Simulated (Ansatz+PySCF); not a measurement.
The numbers below are computed, except where a source is named.
**Several solutions for doublet LiH2O**

```yaml
atoms:
  - { symbol: O, position_ang: [0.0000, 0.0000, -0.1627] }
  - { symbol: H, position_ang: [0.0000, 0.0000, 1.3019] }
  - { symbol: Li, position_ang: [30.0000, 0.0000, -0.8788] }
  - { symbol: H, position_ang: [30.0000, 0.0000, 2.6364] }
```

Basis set: 6-31G (spherical functions). Charge 0, multiplicity 2.

UHF was run from several starts with Ansatz (development build ahead of 0.2.0) and PySCF 2.14.0.

```json
{"run": "A", "program": "Ansatz", "start": "stability test followed", "converged": "yes", "energy (hartree)": "-83.22538", "<S²>": "2.20"}
{"run": "B", "program": "PySCF", "start": "guess huckel, instabilities followed", "converged": "yes", "energy (hartree)": "-83.22538", "<S²>": "2.20"}
{"run": "C", "program": "PySCF", "start": "guess minao, instabilities followed", "converged": "yes", "energy (hartree)": "-83.22538", "<S²>": "2.20"}
{"run": "D", "program": "PySCF", "start": "guess 1e, instabilities followed", "converged": "yes", "energy (hartree)": "-83.22120", "<S²>": "2.25"}
{"run": "E", "program": "Ansatz", "start": "search for the lowest state", "converged": "yes", "energy (hartree)": "-83.22538", "<S²>": "2.20"}
{"run": "F", "program": "PySCF", "start": "guess atom, instabilities followed", "converged": "yes", "energy (hartree)": "-83.22120", "<S²>": "2.25"}
{"run": "G", "program": "PySCF", "start": "program defaults", "converged": "yes", "energy (hartree)": "-83.19955", "<S²>": "1.77"}
{"run": "H", "program": "Ansatz", "start": "atomic start, no search", "converged": "yes", "energy (hartree)": "-83.22538", "<S²>": "2.20"}
```

Q: Which runs reached the lowest solution of this kind, and what is wrong with the others?

A: A, B, C, E, H reached the lowest solution found. Converged but too high: D by 0.11 eV, F by 0.11 eV, G by 0.70 eV. Convergence only shows a stationary point, and even a stable one can lie too high; stability tests and further starts are what find lower ones. Caution: the unrestricted determinant is a mixture of spin states.
